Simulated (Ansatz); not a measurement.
# AlH (singlet): from Hartree-Fock to the top rungs at distance Al1–H2 = 1.332 Å, cc-pVQZ

The task here is to estimate one member of a computed series from the others.

Method: cc-pVQZ, core rule «outside noble gas», up to 5 orbitals frozen; program: Ansatz 0.2.0, Gaussian basis.

To be run: UHF; CCSD(T) on RHF; CCSD(T) on UHF; BCCD(T) on RHF; CCSDT(Q) on RHF; CCSDT(Q) on UHF; CASSCF and NEVPT2, 4 electrons in 5 orbitals; Full CI.

17 further runs of the same task are left out: 10 that didn't finish, 7 set aside as unsound or not needed.

**The system**

The geometry derives from a PBE0/def2-TZVP stationary point (not a proven minimum). One bond is set to the value named and the two fragments are kept rigid.

2 atoms, charge 0, spin multiplicity 1.

Atoms are counted from 1 here; the program's logs count them from 0.

Bond lengths: Al1–H2 1.332 Å.

The first run:

Input file in.yaml:

```yaml
crystal:
  periodic: [false, false, false]
  atoms:
    - {symbol: Al, position_ang: [0.000000, 0.000000, 0.000000]}
    - {symbol: H, position_ang: [0.000000, 0.000000, 1.332000]}
basis:
  gaussian: {orbitals: cc-pVQZ}
magnetization: {spin_polarized: true, initial_magnetization: 0}
hamiltonian: {xc: hf}
output: {orbitals: {seedname: orbitals}}
```

Run with:

```bash
> ansatz run in.yaml --threads 1 --pin off --events-out ev --progress --plain --max-ram 2393MiB
```

Among the steps run: UHF; CCSD(T) on RHF; CCSD(T) on UHF; BCCD(T) on RHF; CCSDT(Q) on RHF; CCSDT(Q) on UHF; CASSCF and NEVPT2, 4 electrons in 5 orbitals; Full CI.

One table of the session follows, with a row left open; its other results are not shown here.

```
        method  from FCI (meV)
           RHF         +2363.2
           UHF         +2314.3
          RMP2          +557.9
         RCCSD               ?
      RCCSD(T)           +10.4
       BCCD(T)           +10.4
        RCCSDT            +1.6
     RCCSDT(Q)            +0.3
CASSCF valence         +1154.8
NEVPT2 valence          +391.9
           FCI               0
```

**Question.** Estimate the row for RCCSD.

As computed: from FCI (meV): +49.8. In the column «from FCI (meV)» it lies between BCCD(T) (+10.4) and NEVPT2 valence (+391.9).

Not comparable, so not listed: CCSD(T) on UHF; CCSDT(Q) on UHF (they don't share determinant, frozen orbitals or solution with the rows shown, or repeat one).
